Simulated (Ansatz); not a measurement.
The first iterations of a band of C2H6N (9 atoms, charge 0, multiplicity 2).

The calculation used UKS PBE0-D4/def2-SVP in Ansatz 0.2.0.

| Property | Result |
| --- | --- |
| movable images | 6 |
| climbing image | no |
| spring | 5.0 eV/Å² |
| optimiser | quadratic models (default) |
| start path | through a guess of the saddle point |
| force threshold | 0.05 eV/Å |
| iteration limit | 60 |
| end points | relaxed |

Image 0:

```xyz
9
Properties=species:S:1:pos:R:3
C -0.556 0.654 -0.584
C 0.397 -0.326 0.074
N 0.042 -0.606 1.430
H -1.581 0.255 -0.577
H -0.269 0.855 -1.627
H -0.565 1.608 -0.036
H 1.440 0.059 0.026
H 0.440 -1.273 -0.510
H 0.741 -1.273 1.787
```

Image 7:

```xyz
9
Properties=species:S:1:pos:R:3
C -0.191 0.923 -0.842
C 0.394 -0.228 -0.114
N -0.281 -0.455 1.150
H -1.241 -0.753 0.984
H -0.017 1.054 -1.913
H -0.633 1.743 -0.271
H 1.462 -0.014 0.112
H 0.425 -1.111 -0.793
H 0.171 -1.205 1.670
```

| iteration | highest image above the first end (eV) | largest band force component (eV/Å) |
| --- | --- | --- |
| 1 | 4.112 | 5.222 |
| 2 | 2.744 | 2.667 |
| 3 | 2.228 | 1.384 |
| 4 | 1.756 | 0.963 |
| 5 | 1.718 | 0.699 |
| 6 | 1.372 | 1.578 |
| 7 | 1.208 | 0.524 |
| 8 | 0.915 | 0.717 |
| 9 | 0.785 | 0.446 |
| 10 | 0.659 | 0.459 |
| 11 | 0.627 | 0.242 |

**Question.** Does the band converge within its limit, and where does its top end?

**Answer.** It converged. It ended after 35 iterations with the highest image 0.225 eV above the first end. The profile has 3 maxima (images 1, 4, 6) with wells between them (images 2, 5): this band takes more than one step, which may be the mechanism or a detour left from its start path. No image climbed, so the highest image needn't sit at the top of the path.

Time of the run: 5.2 min on 2 threads of Intel(R) Xeon(R) Platinum 8559C (Emerald Rapids) (shared host), peak memory 0.18 GiB.
